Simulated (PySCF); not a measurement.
Compound: C₄H₇ClO.
Cartesian coordinates in Å at the PBE0-D3(BJ)/def2-SVP level; atoms count from 1:
```xyz
13
C4H7ClO angstrom
C      0.911   -0.919   -0.497
C      0.014   -0.037    0.375
C     -1.451   -0.115   -0.026
C      0.491    1.396    0.334
O     -0.066    2.326   -0.137
Cl     2.102    1.605    1.109
H      0.579   -1.965   -0.429
H      1.960   -0.865   -0.178
H      0.851   -0.611   -1.553
H      0.138   -0.358    1.424
H     -2.082    0.504    0.627
H     -1.803   -1.155    0.036
H     -1.592    0.238   -1.059
```

The closed-shell ground state was solved at several levels (PySCF, density fitting, gas phase, non-relativistic).

```csv
level,basis functions,HOMO (eV),LUMO (eV),gap (eV),dipole (D)
PBE/pcSseg-1,144,-6.95,-2.09,4.86,2.87
HF/pcSseg-1,144,-12.13,3.28,15.41,3.34
BLYP/pcSseg-1,144,-6.82,-1.94,4.88,2.84
BP86/pcSseg-1,144,-7.08,-2.20,4.88,2.92
LDA/pcSseg-1,144,-7.15,-2.36,4.79,2.95
```

Task: Estimate the row for OPBE/pcSseg-1, a basis of 144 functions; the other rows only guide the guess.

Result: HOMO -6.93 eV, LUMO -1.98 eV, gap 4.95 eV, dipole 2.91 D.

Task: Over all these levels, which gives the widest orbital gap and which the narrowest?

Result: HF/pcSseg-1 (Hartree–Fock, all exact exchange) has the widest, 15.41 eV, and LDA/pcSseg-1 (LDA) the narrowest, 4.79 eV. From the narrowest to the widest the HOMO moves by -4.98 eV and the LUMO by +5.64 eV.

Task: How far do the dipole and the HOMO energy spread over the levels?

Result: The dipole runs from 2.84 to 3.34 D (mean 2.97 D) and the HOMO from -12.13 to -6.82 eV.

One conformer stands for the species.
